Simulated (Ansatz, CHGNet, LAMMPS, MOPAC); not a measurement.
Lattice parameter a of rock-salt NaF: levels of theory against measurement

Reference value: 4.582 Å (measured, static lattice: zero-point anharmonic expansion removed; as tabulated in Mejia-Rodriguez and Trickey (2018), arXiv:1807.09216).

Q: What do EIM, MNDO semi-empirical Hartree-Fock (MOPAC), CHGNet 0.3.0, LDA, PBE, r²SCAN, B3LYP (VWN-RPA form), PBE0, Hartree–Fock give, and how far is each from the reference?

A: 
| level (code) | value (Å) | error (%) |
|---|---|---|
| EIM (LAMMPS) | 4.613 | +0.68 |
| MNDO semi-empirical Hartree-Fock (MOPAC) | 5.422 | +18.3 |
| CHGNet 0.3.0 | 4.701 | +2.60 |
| LDA (Ansatz) | 4.503 | -1.72 |
| PBE (Ansatz) | 4.701 | +2.60 |
| r²SCAN (Ansatz) | 4.594 | +0.26 |
| B3LYP (VWN-RPA form) (Ansatz) | 4.646 | +1.40 |
| PBE0 (Ansatz) | 4.637 | +1.20 |
| Hartree–Fock (Ansatz) | 4.622 | +0.87 |

Of the ranked levels r²SCAN (+0.26 %) comes nearest. Farthest off among them: MNDO semi-empirical Hartree-Fock (MOPAC) (+18.3 %). Of the ranked levels only r²SCAN lands within 0.5 %.

MNDO semi-empirical Hartree-Fock (MOPAC): the cell moved over 20 % in volume from its start. MNDO semi-empirical Hartree-Fock (MOPAC): the method was fitted mainly to molecules. MNDO semi-empirical Hartree-Fock (MOPAC): the run uses a supercell at the zone centre in place of a k mesh. Cutoffs and k meshes differ between the levels. Ansatz's density-functional and Hartree–Fock values are scalar-relativistic unless marked +SOC, with PAW data made under PBE.

Empirical potentials (EIM) are fitted to chosen data: where that held the value shown, agreement is built in, and what lay outside the fit can be far off. Machine-learned potentials (CHGNet 0.3.0) are trained on DFT data: a solid inside that data is no test of them.

Differences are worked out from the printed values.

Ansatz is a program for electronic structure.
